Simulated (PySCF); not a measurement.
Potential energy surface of H3 (anion, charge -1), singlet: collinear H-H-H surface. Scanned: first H-H distance and second H-H distance.

Cartesian coordinates as functions of the variables (Å; names that start with a are angles):
```
H  0  0  -r1
H  0  0  0
H  0  0  r2
```

Level of theory: PySCF with r2SCAN/cc-pVTZ.

Energy in kcal/mol above the lowest grid point; x is the first H-H distance (Å), y the second H-H distance (Å).

```
y \ x   0.63  0.68  0.74  0.80  0.87  0.94  1.02  1.11  1.22  1.37  1.55  1.81  2.15
-----  -----  ----  ----  ----  ----  ----  ----  ----  ----  ----  ----  ----  ----
2.15    10.3   4.1   0.7   0.1   2.0   5.4  10.4  16.6  24.4  34.5  45.1  57.4  69.0
1.81    12.5   5.7   1.4   0.0   0.8   3.2   7.1  12.2  18.7  27.2  36.3  47.1  57.4
1.55    16.5   8.8   3.4   1.0   0.6   1.8   4.4   8.2  13.2  20.0  27.4  36.3  45.1
1.37    21.2  12.6   6.2   2.8   1.3   1.4   2.8   5.3   8.9  14.1  20.0  27.2  34.5
1.22    27.1  17.6  10.1   5.6   2.8   1.8   2.0   3.2   5.4   8.9  13.2  18.7  24.4
1.11    33.1  22.8  14.3   8.9   5.0   3.0   2.1   2.2   3.2   5.3   8.2  12.2  16.6
1.02    39.5  28.4  19.1  12.7   7.9   5.0   3.1   2.1   2.0   2.8   4.4   7.1  10.4
0.94    46.8  34.9  24.6  17.4  11.7   7.8   5.0   3.0   1.8   1.4   1.8   3.2   5.4
0.87    54.7  42.2  31.1  23.1  16.4  11.7   7.9   5.0   2.8   1.3   0.6   0.8   2.0
0.80    64.9  51.6  39.6  30.7  23.1  17.4  12.7   8.9   5.6   2.8   1.0   0.0   0.1
0.74    76.0  62.0  49.2  39.6  31.1  24.6  19.1  14.3  10.1   6.2   3.4   1.4   0.7
0.68    90.2  75.5  62.0  51.6  42.2  34.9  28.4  22.8  17.6  12.6   8.8   5.7   4.1
0.63   105.3  90.2  76.0  64.9  54.7  46.8  39.5  33.1  27.1  21.2  16.5  12.5  10.3
```

Points that lie below all their neighbours on the grid: x = 0.80, y = 1.81 (0.0 kcal/mol); x = 1.81, y = 0.80 (0.0 kcal/mol). The lowest path on the grid from the first to the second passes x = 1.11, y = 1.02 at 2.1 kcal/mol.
